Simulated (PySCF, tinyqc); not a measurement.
Inside a calculation (part 2 of 2). Method: G0W0 on RHF in the sto-3g basis, for CH2, spin multiplicity 1. The lowest restricted solution is unstable here: a spin-polarised one lies 0.0437 hartree lower (PySCF). Computed by tinyqc, a small Python program that keeps every step (integrals from PySCF). Command: `OMP_NUM_THREADS=1 python tinyqc.py 24437 24438 out.jsonl` (the two numbers bound the seeds that draw the settings). One thread of a shared host (Intel(R) Xeon(R) Processor @ 2.60GHz), about 0.09 s of CPU time with the checks.

Geometry (angstrom):
```
atom       x        y       z
C     0.0000   0.0000  0.0000
H     0.0000   1.1150  0.5070
H     0.0000  -1.1110  0.5050
```

## Screening: direct RPA

orbital energies (hartree): MO1 -10.9777, MO2 -0.7680, MO3 -0.4973, MO4 -0.2572, MO5 0.2485, MO6 0.4769, MO7 0.6906

Given earlier and not repeated: Two-electron integrals over orbitals (pq|rs).

With D = e_a - e_i and K = (ia|jb): diagonalise D^(1/2) (D + 4K) D^(1/2) = Z w^2 Z^T; X + Y = D^(1/2) Z w^(-1/2), each column of Z with its largest component positive (the first on a tie); E_c = (sum w - tr (D + 2K)) / 2.

D^(1/2) (D + 4K) D^(1/2) (hartree^2):
```
          1>5       1>6       1>7      2>5      2>6      2>7      3>5      3>6
1>5  127.0010    0.0000    0.0000   0.3234   0.0000   0.0000   0.0010   0.0000
1>6    0.0000  132.5545   -0.0052   0.0000   0.0173   0.0025   0.0000  -0.0004
1>7    0.0000   -0.0052  137.1670   0.0000   0.0022   0.2564   0.0000   0.0195
2>5    0.3234    0.0000    0.0000   1.4094   0.0000   0.0000   0.0009   0.0000
2>6    0.0000    0.0173    0.0022   0.0000   2.0289  -0.0040   0.0000   0.0048
2>7    0.0000    0.0025    0.2564   0.0000  -0.0040   2.4521   0.0000   0.2163
3>5    0.0010    0.0000    0.0000   0.0009   0.0000   0.0000   0.6118   0.0000
3>6    0.0000   -0.0004    0.0195   0.0000   0.0048   0.2163   0.0000   1.3129
3>7    0.0000   -0.0826    0.0016   0.0000   0.3778  -0.0066   0.0000   0.0028
4>5   -0.1102    0.0000    0.0000  -0.1020   0.0000   0.0000  -0.0004   0.0000
4>6    0.0000    0.0377   -0.0016   0.0000   0.2061  -0.0026   0.0000   0.0036
4>7    0.0000   -0.0020   -0.1676   0.0000  -0.0027  -0.0432   0.0000   0.1586

         3>7      4>5      4>6      4>7
1>5   0.0000  -0.1102   0.0000   0.0000
1>6  -0.0826   0.0000   0.0377  -0.0020
1>7   0.0016   0.0000  -0.0016  -0.1676
2>5   0.0000  -0.1020   0.0000   0.0000
2>6   0.3778   0.0000   0.2061  -0.0027
2>7  -0.0066   0.0000  -0.0026  -0.0432
3>5   0.0000  -0.0004   0.0000   0.0000
3>6   0.0028   0.0000   0.0036   0.1586
3>7   1.9663   0.0000   0.1616  -0.0028
4>5   0.0000   0.3510   0.0000   0.0000
4>6   0.1616   0.0000   0.6496   0.0009
4>7  -0.0028   0.0000   0.0009   1.1079
```

excitation energies w (hartree): 0.5841  0.7814  0.7822  1.0034  1.1721  1.1909  1.2724  1.5539  1.5786  11.2695  11.5132  11.7119

X + Y:
```
          1        2        3        4        5        6        7        8
1>5  0.0027   0.0000   0.0000   0.0000   0.0000  -0.0081   0.0000   0.0000
1>6  0.0000  -0.0012   0.0000   0.0000   0.0000   0.0000   0.0017   0.0008
1>7  0.0000   0.0000   0.0000   0.0032   0.0025   0.0000   0.0000  -0.0005
2>5  0.1252   0.0000  -0.0014   0.0000   0.0000   0.9197   0.0000   0.0000
2>6  0.0000  -0.1531   0.0000   0.0043  -0.0059   0.0000  -0.6648   0.6516
2>7  0.0000   0.0017   0.0000   0.1233  -0.1645   0.0000   0.0034   0.0791
3>5  0.0013   0.0000   0.9765   0.0000   0.0000   0.0009   0.0000   0.0000
3>6  0.0000  -0.0044   0.0000  -0.5063   0.7649   0.0000  -0.0022   0.0166
3>7  0.0000  -0.1037   0.0000   0.0035  -0.0005   0.0000   0.7152   0.5811
4>5  0.9262   0.0000  -0.0008   0.0000   0.0000  -0.0618   0.0000   0.0000
4>6  0.0000   0.9587   0.0000  -0.0001   0.0028   0.0000  -0.0148   0.1002
4>7  0.0000  -0.0017   0.0000   0.8278   0.4710   0.0000  -0.0014  -0.0023

           9       10       11       12
1>5   0.0000   0.9981   0.0000   0.0000
1>6  -0.0001   0.0000   0.9975  -0.0011
1>7  -0.0052   0.0000   0.0011   0.9981
2>5   0.0000   0.0008   0.0000   0.0000
2>6  -0.0529   0.0000   0.0000   0.0000
2>7   0.9424   0.0000   0.0000   0.0007
3>5   0.0000   0.0000   0.0000   0.0000
3>6   0.1399   0.0000   0.0000   0.0000
3>7  -0.0504   0.0000  -0.0002   0.0000
4>5   0.0000  -0.0002   0.0000   0.0000
4>6  -0.0087   0.0000   0.0001   0.0000
4>7  -0.0076   0.0000   0.0000  -0.0004
```

RPA correlation energy = -0.061617 hartree

## G0W0 on Hartree-Fock: HOMO

W(p,q,m) = sqrt2 sum_ia (pq|ia) (X+Y)_ia,m; Sigma_c(x) = sum_(i,m) W^2/(x - e_i + w_m) + sum_(a,m) W^2/(x - e_a - w_m); solve x = e_p + Sigma_c(x) by Newton steps; Z = 1/(1 - dSigma/dx); 1 hartree = 27.211386 eV.

The 12 largest terms at x = e_p (hartree; W for the signs of X + Y given):
```
q  m        W     term
4  8   0.1829   0.0215
6  8   0.0905  -0.0036
7  5   0.0836  -0.0033
5  1   0.0554  -0.0028
4  7   0.0512   0.0021
4  2   0.0385   0.0019
2  7  -0.0545   0.0017
5  6  -0.0503  -0.0015
3  9  -0.0432   0.0010
2  8  -0.0390   0.0007
6  2   0.0331  -0.0007
7  4   0.0335  -0.0006
```

Newton steps (hartree):
```
step        x  Sigma_c(x)       Z
0     -0.2572      0.0176  0.9728
1     -0.2401      0.0171  0.9731
2     -0.2401      0.0171  0.9731
```

quasiparticle energy of the HOMO = -6.5331 eV

Hartree-Fock value = -6.9988 eV

## G0W0 on Hartree-Fock: LUMO

As before.

The 12 largest terms at x = e_p (hartree; W for the signs of X + Y given):
```
q   m        W       term
5   8   0.2320    -0.0346
2   6   0.1232     0.0069
6   6   0.0737    -0.0038
4   1   0.0554     0.0028
4   6  -0.0503     0.0015
5   2   0.0270    -0.0009
2   1  -0.0301     0.0006
7   3   0.0258    -0.0005
3   3   0.0257   4.34e-04
5   9  -0.0212  -2.84e-04
5   7   0.0168  -2.22e-04
2  10   0.0339   9.35e-05
```

Newton steps (hartree):
```
step       x  Sigma_c(x)       Z
0     0.2485     -0.0281  0.9669
1     0.2213     -0.0272  0.9676
2     0.2213     -0.0272  0.9676
```

quasiparticle energy of the LUMO = 6.0222 eV

Hartree-Fock value = 6.7614 eV
